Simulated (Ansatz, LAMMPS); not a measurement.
# hcp Be, bulk modulus

Reference value: 117 GPa (measured, room temperature, no zero-point or thermal correction, our sources range from 97.2 to 117; as tabulated in arXiv:2410.04971).

```
level (code)                    value (GPa)  cell (Å³/atom)  difference (%)
------------------------------  -----------  --------------  --------------
Lennard-Jones uff-vdw (LAMMPS)         3.02           13.41             -97
LDA (Ansatz)                            131            7.55           +12.0
PBE (Ansatz)                            123            7.91            +5.1
PBEsol (Ansatz)                         124            7.84            +6.0
r²SCAN (Ansatz)                         124            7.91            +6.0
```

Leaving aside Lennard-Jones uff-vdw (doubt noted below): The levels aren't ranked against this reference (sources at odds).

The measured value isn't corrected to a static lattice, so vibrations enter the comparison. A static lattice is as a rule stiffer than a warm one, by over a tenth in soft solids.  Lennard-Jones uff-vdw: this is a force field's van der Waals term alone, without bonds or charges. Each level is taken at its own relaxed cell. Cutoffs differ between the levels. Ansatz's density-functional and Hartree–Fock values are scalar-relativistic unless marked +SOC, with PAW data made under PBE.

Differences are worked out from the printed values.

Ansatz is a program for electronic structure.
